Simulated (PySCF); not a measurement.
Process, species as SMILES: C(=C)Cl → C=[C-]Cl + H+
B3LYP-D3(BJ)/def2-TZVP geometries, fixed; electronic energies without zero-point terms.

Effect of the atomic grid (radial, angular points) at PBE/def2-SVP with PySCF, against the last row, where the deprotonation energy is 400.24 kcal/mol. The proton leaves the site shown, which need not be the most acidic. Cost is core time over that of atom_grid: 50, 194, unpruned, rough, on shared machines of one kind.

```tsv
setting	grid points, largest species	largest shift of a total energy (mEh)	shift of the deprotonation energy (kcal/mol)	cost
atom_grid: 30, 110, unpruned	19800	-0.380	-0.029	0.6×
atom_grid: 50, 194, unpruned	58200	-0.021	0.009	1×
atom_grid: 75, 302, unpruned	135904	-0.002	0.000	2×
atom_grid: 99, 590, unpruned	350464	0.000	0.000	3×
atom_grid: 150, 974, unpruned	876600	0.000	0.000	7×
```

Within 0.02 kcal/mol in the deprotonation energy: atom_grid: 50, 194, unpruned; atom_grid: 75, 302, unpruned; atom_grid: 99, 590, unpruned. The largest shift is 0.380 mEh in a total energy and 0.029 kcal/mol in the difference.
